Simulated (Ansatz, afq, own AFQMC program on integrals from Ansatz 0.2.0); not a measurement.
CHB, singlet in 6-31G, levels against full CI

```xyz
3

B     0.0000    0.0000    0.2653
C     0.0000    0.0000   -1.7077
H     0.0000    0.0000    1.4424
```

Connectivity, by distances: BH–C.

Basis 6-31G. Noble-gas cores (and the filled d shells of Ga–Kr and In–Xe) are frozen. Integrals, coupled cluster, full CI and functionals: Ansatz 0.2.0; the random walks run on the same integrals in our own AFQMC program. The CISD trial takes its coefficients from CCSD amplitudes. Released means that phaseless walkers are propagated on without the constraint, phases kept. Uncertainties: one standard error, sampling alone.

Determinant: RHF, the one that the program's search chose, which needn't be the lowest solution. The geometry is a point of a scan.

Full CI on the same integrals is exact in this basis and with this determinant's frozen core.

Cautions: higher spins were not checked; restricted determinant unstable towards unrestricted (UHF 1.39 eV lower, ⟨S²⟩ 1.13); strong correlation (T1 0.071, weight of the determinant 0.78, largest double 0.28); in a space of 8 electrons in 8 natural orbitals full CI finds another state of this spin 6 meV below the state of CCSDT(Q); the CCSDTQ amplitudes may be one of several solutions (largest double 0.81); the released energies are still falling, so no released level is given (meV from the phaseless value at times in 1/Eh: -11 ± 6 at 0.24, -30 ± 8 at 0.51, -57 ± 6 at 0.99, -61 ± 7 at 1.62, -87 ± 7 at 2.40); the ph-AFQMC/CISD walk drifts between its halves (2.1 errors); the determinant fills πx and πy unequally, so it mixes two states of the linear molecule, and each level undoes that mixture to a different degree, while full CI gives the lower state, and by Hund's rule a triplet of that filling probably lies lower still; CCSDTQ on the UHF determinant differs (565 meV lower), perhaps since the unrestricted series falls towards higher spin.

```
T1 diagnostic                               : 0.0707
weight of the determinant in the CISD state : 0.782
size of the correlated space                : 8 electrons in 18 orbitals
```

Reference: full CI, correlation energy -5.011 eV. The cautions show a poor starting determinant, so the rows tell how each method copes with it here, and full CI is the sure value.

| level | E − E(reference) (meV) | share of correlation (%) |
| --- | --- | --- |
| HF | 5010.6 | 0.00 |
| MP2 | 1432.7 | 71.41 |
| CCSD | 384.3 | 92.33 |
| CCSD(T) | 108.4 | 97.84 |
| CCSDT | 99.5 | 98.01 |
| CCSDT(Q) | 44.5 | 99.11 |
| CCSDTQ | 10.7 | 99.79 |
| ph-AFQMC/HF | 249.6 ± 44.2 | 95.02 |
| ph-AFQMC/CISD | 154.9 ± 6.6 | 96.91 |

CCSDT and higher add their correlation energy to the determinant of the CCSD(T) run, since their own runs factorise the integrals more tightly (a shift of under 2 meV).
